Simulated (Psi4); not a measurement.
**U-wB97X-V/def2-TZVPP run of triplet BHF2**

Aim: a single-point energy of triplet BHF2. 

Program for the calculation: Psi4 1.11.

1 further run of the same task is left out (set aside as unsound or not needed).

### 1 Starting point

The species is BHF2 (4 atoms), meant as a triplet with charge 0. SMILES of the parent species: `FBF`. Geometry: relaxed at PBE0-D4/def2-TZVP. That shape belongs to the parent species and isn't relaxed for this state.

Bond lengths: F1–B2 1.313 Å, B2–F3 1.313 Å, B2–H4 1.191 Å. Angles: F1–B2–F3 118.1°, F1–B2–H4 121.0°, F3–B2–H4 121.0°.

### 2 A single-point energy at U-wB97X-V/def2-TZVPP

The input, input.in:

```
memory 1600 mb

molecule system {
  0 3
  F
  B 1 1.313275
  F 2 1.313162 1 118.0734
  H 2 1.191291 3 120.9677 1 -179.99789
  symmetry c1
}

set globals {
  basis                def2-TZVPP
  reference            uks
  puream               true
  e_convergence        1e-09
  d_convergence        1e-08
  scf_type             pk
  dft_radial_points    99
  dft_spherical_points 590
  maxiter              200
}

e_tot, wfn = energy('wb97x-v', return_wfn=True)
```

Run with:

```
psi4 input.in input.out -n 1
```

input.out:

```text
[...]
  Running in c1 symmetry.
[...]
  Nuclear repulsion =   61.888559216060209
[...]
  Multiplicity = 3
[...]
  Nalpha       = 13
  Nbeta        = 11
[...]
    Number of basis functions: 107
[...]
   @UKS iter   1:  -224.92640020722231   -4.21460e-01   3.56392e-03 ADIIS/DIIS
[...]
   @UKS iter  13:  -224.97554549795910   -9.94760e-12   7.77518e-09 DIIS
[...]
   @S^2 Observed:                2.004495407E+00
[...]
    Orbital Energies [Eh]
    ---------------------
    Alpha Occupied:
       1A    -24.799536     2A    -24.799529     3A     -6.926030
       4A     -1.390015     5A     -1.362336     6A     -0.748669
       7A     -0.684580     8A     -0.672372     9A     -0.630618
      10A     -0.578453    11A     -0.571373    12A     -0.563466
      13A     -0.208226
    Alpha Virtual:
      14A      0.101182    15A      0.130650    16A      0.136228
      17A      0.192098    18A      0.215764    19A      0.376552
      20A      0.381662    21A      0.481472    22A      0.498046
      23A      0.523362    24A      0.535202    25A      0.601576
[...]
  @UKS Final Energy:  -224.97554549795910
   => Energetics <=
    Nuclear Repulsion Energy =             61.8885592160602087
    One-Electron Energy =                -434.7645793088818778
    Two-Electron Energy =                 165.9201321674517544
    DFT Exchange-Correlation Energy =     -18.1200686093049903
    Empirical Dispersion Energy =           0.0000000000000000
    VV10 Nonlocal Energy =                  0.1004110367157618
    Total Energy =                       -224.9755454979591036
[...]
 Multipole Moments:
 ------------------------------------------------------------------------------------
     Multipole            Electronic (a.u.)      Nuclear  (a.u.)        Total (a.u.)
 ------------------------------------------------------------------------------------
 L = 1.  Multiply by 2.5417464519 to convert [e a0] to [Debye]
 Dipole X            :          0.0000273            0.0000367            0.0000640
 Dipole Y            :         -0.6443889            1.2523726            0.6079836
 Dipole Z            :         -0.3864877            0.7513308            0.3648430
 Magnitude           :                                                    0.7090519
[...]
```

Run time: 49 s. Hardware: 1 thread of Intel Xeon Platinum 8488C (Sapphire Rapids), shared host; peak memory 0.71 GiB.

### 3 What came out

Level: U-wB97X-V/def2-TZVPP.

| quantity | value |
| --- | --- |
| total energy | -224.97555 Eh |
| dipole moment | 1.80 D |
| HOMO energy (highest over α and β) | -5.67 eV |
| ⟨S²⟩ | 2.004 |
